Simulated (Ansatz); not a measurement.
Molecule (SMILES): OO (H2O2).
Geometry (B3LYP-D3(BJ)/def2-TZVP, fixed):
```
O
H 1 0.9680
O 1 1.4504 2 100.54
H 3 0.9680 1 100.54 2 115.91
```

Basis-set convergence of the dipole moment at HF with Ansatz (an electronic-structure program). Dipoles come from the density behind the forces; the sign is taken along the dipole that this method gives in the largest set. All functions are spherical. The program fits the integrals of some runs and decomposes those of others, by size. No added dispersion term, no relativity. Reference: the value in aug-cc-pVQZ, 1.794 D. Deviations are taken from unrounded values.

```
basis          functions  dipole moment (D)  minus reference (D)
-------------  ---------  -----------------  -------------------
6-31G                 22              2.353                0.559
pcseg-0               22              2.295                0.501
cc-pVDZ               38              1.907                0.113
6-311G**              48              1.963                0.169
6-311+G**             56              1.972                0.178
def2-SVPD             62              1.843                0.048
cc-pVTZ               88              1.838                0.043
pcseg-2               88              1.859                0.065
def2-TZVPD            98              1.796                0.002
aug-pcseg-2          138              1.801                0.006
cc-pVQZ              170              1.816                0.022
d-aug-cc-pVTZ        188              1.795                0.001
aug-cc-pVQZ          252              1.794                0.000
```
